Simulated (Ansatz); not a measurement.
Species: OCl, net charge 1, triplet state. 
Structure (B3LYP-D3(BJ)/def2-TZVP (Ansatz, a first-principles code) minimum search):
```xyz
2

Cl     0.0000     0.0000    -0.4738
O      0.0000     0.0000     1.0069
```
Charge +1, spin multiplicity 3.

Basis-set convergence of Hartree-Fock and MP2 correlation energies (hartree) with Ansatz. Correlated levels leave the core frozen unless marked. Open shells are spin-unrestricted. No spin-orbit coupling. No relativistic terms.

```tsv
basis	functions	E(HF)	E(corr, MP2)
aug-cc-pV(D+d)Z	55	-533.89119	-0.30273
aug-cc-pV(T+d)Z	101	-533.93109	-0.37917
aug-cc-pV(Q+d)Z	169	-533.94022	-0.40735
```

Extrapolating the two largest sets (X = 3 and 4) as X^-3: E(corr) = (64·(-0.40735) - 27·(-0.37917))/37 = -0.4279 Eh, an estimate of the basis-set limit. The largest set recovers 95.2 % of it, the smallest 70.7 %.
